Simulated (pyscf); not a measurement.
`[CH4]` + `[CH3][Al]([F])[F]` → `[CH3][F]` + `[CH3][AlH][F]` (four-centre exchange; singlet surface; C–H, Al–F broken, C–F, Al–H formed). PySCF, gas phase, ωB97X-D3(BJ)/def2-SVP geometries. Energies in kcal/mol from the separated reactants.

| level | barrier | reaction energy |
|---|---|---|
| ωB97X-D3(BJ)/def2-TZVP | 91.9 | +67.8 |
| PBE/def2-TZVP | 85.7 | +67.1 |
| PBE0-D3(BJ)/def2-TZVP | ___ | +67.5 |
| M06-2X/def2-TZVP | ___ | ___ |
| ωB97M-D3(BJ)/def2-TZVP | 92.2 | +69.0 |
| HF/def2-TZVP | 103.5 | +66.9 |

Task: Fill in the missing entries.

Result: 
- PBE0-D3(BJ)/def2-TZVP, barrier: 90.5
- M06-2X/def2-TZVP, barrier: 94.6
- M06-2X/def2-TZVP, reaction energy: +69.6

The functionals in the table span 8.9 kcal/mol in this barrier, from PBE to M06-2X. On the reactant side the descent ends in a complex, 4.6 kcal/mol under the separated species and 96.5 kcal/mol under the saddle at ωB97X-D3(BJ)/def2-TZVP. On the product side the descent ends in an adduct with a Al–F contact, 15.5 kcal/mol under the separated species and 39.5 kcal/mol under the saddle at ωB97X-D3(BJ)/def2-TZVP. What is counted as broken (Al–F) persists as a longer contact in the product adduct; parting that adduct is a step of its own. One saddle was located; it need not be the lowest between these sides.
